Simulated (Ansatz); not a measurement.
# BH5S: a nudged elastic band, and a look at its input

A nudged elastic band is wanted. The input is run as typed. The step meant is a four-centre ligand exchange at charge 0 and multiplicity 1, which changes B1–H6, S2–H5, B1–S2, H5–H6.

Program: Ansatz 0.2.0, Gaussian basis. Level of theory: PBE0-D4/def2-SVP. These are calculated values, not measurements.

### 1 The structure

```
B     0.1001   -0.1618   -0.9148
S     1.0585    1.2990   -0.6588
H    -1.0847   -0.1168   -1.0189
H     0.7145   -1.1806   -0.9798
H    -0.1757   -0.7486    2.1236
H    -0.6800   -1.2981    2.0898
H     0.0672    2.2069   -0.6410
```

### 2 The run

run/in.yaml reads:

```yaml
crystal:
  periodic: [false, false, false]
  atoms:
    - {symbol: B, position_ang: [0.100098, -0.161750, -0.914767]}
    - {symbol: S, position_ang: [1.058470, 1.298993, -0.658810]}
    - {symbol: H, position_ang: [-1.084663, -0.116773, -1.018935]}
    - {symbol: H, position_ang: [0.714497, -1.180575, -0.979824]}
    - {symbol: H, position_ang: [-0.175659, -0.748582, 2.123574]}
    - {symbol: H, position_ang: [-0.679998, -1.298098, 2.089797]}
    - {symbol: H, position_ang: [0.067154, 2.206885, -0.641035]}
basis:
  gaussian: {orbitals: def2-SVP}
hamiltonian: {xc: pbe0, dispersion: d4}
neb:
  images: 5
  climbing: true
  max_iterations: 30
  initial_path: idpp
  final_atoms:
    - {symbol: B, position_ang: [-0.345679, -0.749565, -0.236240]}
    - {symbol: S, position_ang: [0.667537, 0.945594, -0.194646]}
    - {symbol: H, position_ang: [-1.053709, -0.554583, -1.194631]}
    - {symbol: H, position_ang: [-0.902712, -0.851287, 0.824654]}
    - {symbol: H, position_ang: [1.313613, 0.901850, 0.985441]}
    - {symbol: H, position_ang: [0.549265, -1.532234, -0.446689]}
    - {symbol: H, position_ang: [-0.228415, 1.840328, 0.262110]}
```

Run with:

```bash
$ ansatz run in.yaml --threads 2 --pin off --events-out ev --progress --plain --max-ram 4352MiB
```

What does the calculation give? Wanted: this run.

The runs gave:

```
quantity              value
this run      not converged
   fault  end atoms swapped
```

Two like atoms were exchanged in the final structure, so the band follows another path than the intended step.
